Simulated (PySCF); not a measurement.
Cartesian coordinates in Å; atom numbers follow the order of the lines, from 1:
```xyz
5

Si   -0.1202   -0.0054   -0.0114
Cl    1.9432    0.1024    0.0625
H    -0.5155   -1.0243   -1.0226
H    -0.6593    1.3286   -0.3946
H    -0.6309   -0.3957    1.3317
```

Geometry: PBE0-D3(BJ)/def2-SVP; GIAO shifts from PySCF, gas phase, non-relativistic, averaged over equivalent atoms.

At PBE0/cc-pVTZ (110 basis functions, 7.9 s wall time on 1 thread of an Arm Neoverse N1, shared host):
```json
{"atoms": "Si1", "δ (ppm)": "-31.1"}
{"atoms": "Cl2", "δ (ppm)": "-84.8"}
{"atoms": "H3/H4/H5", "δ (ppm)": "5.08"}
```

Referencing at the same level of theory: ²⁹Si (360.00 ppm), ¹H (31.29 ppm) vs TMS; ³⁵Cl (952.42 ppm) against HCl.

Task: Estimate the result of repeating the calculation with PBE0/pcSseg-2.

Result: 
```
   atoms  δ at PBE0/pcSseg-2  change
     Si1               -35.8    -4.7
     Cl2               -83.6    +1.2
H3/H4/H5                5.07   -0.01
```

Scale: TMS for ²⁹Si (σref 341.29) and ¹H (σref 31.25); ³⁵Cl (σref 940.85) against HCl (reference shieldings calculated alike).

The largest change is at Si1 (silicon bonded to Cl, 3 H). Cost: 128 basis functions, 2.8 s wall time on 1 thread of an Arm Neoverse V2, shared host.
